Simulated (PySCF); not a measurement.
**Magnetic susceptibility: `C=CC(C)(F)F`, C$_{4}$H$_{6}$F$_{2}$**

Molfile (atoms numbered from 1):
```
C4H6F2
     RDKit          3D

 12 11  0  0  0  0  0  0  0  0999 V2000
    1.9209    0.2529   -0.2884 C   0  0  0  0  0  0  0  0  0  0  0  0
    0.8662    0.1686    0.4981 C   0  0  0  0  0  0  0  0  0  0  0  0
   -0.5353    0.4867    0.0561 C   0  0  0  0  0  0  0  0  0  0  0  0
   -1.4127   -0.7500   -0.0760 C   0  0  0  0  0  0  0  0  0  0  0  0
   -1.1095    1.3512    0.9543 F   0  0  0  0  0  0  0  0  0  0  0  0
   -0.5353    1.1704   -1.1262 F   0  0  0  0  0  0  0  0  0  0  0  0
    1.8350    0.5753   -1.3124 H   0  0  0  0  0  0  0  0  0  0  0  0
    2.9071    0.0067    0.0637 H   0  0  0  0  0  0  0  0  0  0  0  0
    0.9316   -0.1410    1.5306 H   0  0  0  0  0  0  0  0  0  0  0  0
   -2.4007   -0.4518   -0.4190 H   0  0  0  0  0  0  0  0  0  0  0  0
   -1.4979   -1.2394    0.8900 H   0  0  0  0  0  0  0  0  0  0  0  0
   -0.9682   -1.4303   -0.7968 H   0  0  0  0  0  0  0  0  0  0  0  0
  1  2  2  0
  2  3  1  0
  3  4  1  0
  3  5  1  0
  3  6  1  0
  1  7  1  0
  1  8  1  0
  2  9  1  0
  4 10  1  0
  4 11  1  0
  4 12  1  0
M  END
```

Computed, not measured: GIAO HCTH407/pcSseg-1 magnetisability, rotational g tensor and spin-rotation constants, non-relativistic, gas phase in PySCF 2.14.0. Geometry: GFN2-xTB.

Problem. What are the magnetisability and the molar susceptibility?

Solution. Isotropic -841 × 10⁻³⁰ J/T², or -50.6 × 10⁻⁶ cm³/mol; principal values -969, -802, -751 × 10⁻³⁰ J/T², anisotropy 197 × 10⁻³⁰ J/T² (root of half the summed squared differences of the principal values). The susceptibility is in cgs units.

Problem. Split it along the inertial axes a, b, c into diamagnetic and paramagnetic parts about the centre of mass, with the quadrupole moment.

Solution. 
| axis | χ (10⁻⁶ cm³/mol) | diamagnetic (10⁻⁶ cm³/mol) | paramagnetic (10⁻⁶ cm³/mol) | summed x² of all electrons (Å²) | quadrupole Θ (D Å) |
| --- | --- | --- | --- | --- | --- |
| a | -47.6 | -301.7 | 254.1 | 81.1 | +2.71 |
| b | -51.7 | -491.0 | 439.2 | 36.5 | -0.92 |
| c | -52.5 | -499.2 | 446.7 | 34.6 | -1.79 |

Anisotropies 2χaa − χbb − χcc = +8.9 and 2χbb − χaa − χcc = -3.4 × 10⁻⁶ cm³/mol. Θ is traceless in Buckingham's convention.

Problem. And the rotational g tensor?

Solution. 
```
axis  rotational constant (GHz)        g  nuclear part  electronic part
   a                     5.0191  -0.0352        0.5638          -0.5990
   b                     2.8328  -0.0116        0.5730          -0.5845
   c                     2.8107  -0.0099        0.5800          -0.5899
```
Asymmetric top; isotopes 12C, 19F, 1H; no vibrational averaging.
